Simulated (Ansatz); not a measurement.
Energy landscape of H2Si, singlet: symmetric bend, bond length relaxed. Scanned: H-Si-H angle. Other coordinates (Si-H bond length) were minimised at B3LYP/def2-TZVP.

Calculation: full CI/def2-TZVP, frozen core (Ansatz, an electronic-structure program).

Scanned values (°): 180, 169.47, 161.90, 151.15, 138.11, 128.88, 120.20, 110.92, 100.40, 90.38, 81.75, 67.52, 60.

Q: At which scan points does the profile have its minima and maxima, and how high do they lie?

A: Lower than their neighbours: 90.38° (0.0 kcal/mol). Higher than their neighbours: 180° (63.5 kcal/mol, end of the scan), 60° (16.8 kcal/mol, end of the scan). The whole profile spans 63.5 kcal/mol.
